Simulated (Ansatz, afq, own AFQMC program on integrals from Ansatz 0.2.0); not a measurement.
# BGeH2, doublet → BGeH2, quartet

```yaml
atoms:
  - { symbol: Ge, position_ang: [0.0000, 0.0000, -0.2204] }
  - { symbol: B, position_ang: [0.0000, 0.0000, 1.6648] }
  - { symbol: H, position_ang: [0.0000, 1.3134, -0.9862] }
  - { symbol: H, position_ang: [0.0000, -1.3134, -0.9862] }
```

Connectivity, by distances: GeH2–B.

E(quartet, charge +0) − E(doublet, charge +0) at this geometry, on ROHF and UHF determinants.

Basis cc-pVTZ. Only valence electrons are correlated. Ansatz 0.2.0 and our own AFQMC program on the same integrals; the CISD trial comes from CCSD amplitudes, and released means the phaseless constraint is let go. Free projection: walkers drawn from exp(T), propagated without any constraint. Its projection time is finite, and what remains of the start isn't in its error. Uncertainties: one standard error, sampling alone. No spin–orbit coupling. The errors of all members are added in quadrature.

No full CI on the walks' own integrals is used here; CCSDT(Q) serves as the reference and is uncertain by about the last step of the cluster series. Each member takes its own surest rung, up to full CI.

Errors are counted within cc-pVTZ, not against nature.

Cautions: inner d shell frozen; no relativity below Rb; no spin-orbit coupling; BGeH₂ (doublet): a spin-contaminated unrestricted determinant lies lower (UHF 372 meV lower, ⟨S²⟩ 1.23), released walk and highest rung disagree (by 16 meV at 2.40 1/Eh), its ph-AFQMC/CISD value lies 38 ± 6 meV above CCSDT(Q); BGeH₂ (quartet): another spin lies lower.

Reference (CCSDT(Q)): 11.2 kcal/mol.

```csv
level,vertical spin gap (kcal/mol),error against CCSDT(Q) (kcal/mol)
HF,-11.9,-23.1
MP2,6.1,-5.0
CCSD,8.5,-2.7
CCSD(T),10.7,-0.4
CCSDT,11.0,-0.2
ph-AFQMC/HF,8.5 ± 0.9,-2.7 ± 0.9
ph-AFQMC/CISD,10.6 ± 0.2,-0.6 ± 0.2
released AFQMC,10.8 ± 0.2,-0.4 ± 0.2
free AFQMC,10.9 ± 0.3,-0.3 ± 0.3
```

Correlation beyond CCSD(T) adds 0.4 kcal/mol. The perturbative (T) step is worth +2.3 kcal/mol.

Free projections are given only where their last times agree within the noise and don't stop above the reference; a slow remainder of the start can still hide under it. A walk keeps the symmetry of its determinant, which the program's search chose and which needn't be the lowest solution, so a lower state of the same spin and another symmetry isn't excluded. Released energies are given only where the last usable release times agree within the noise; a slower fall can still hide under it.
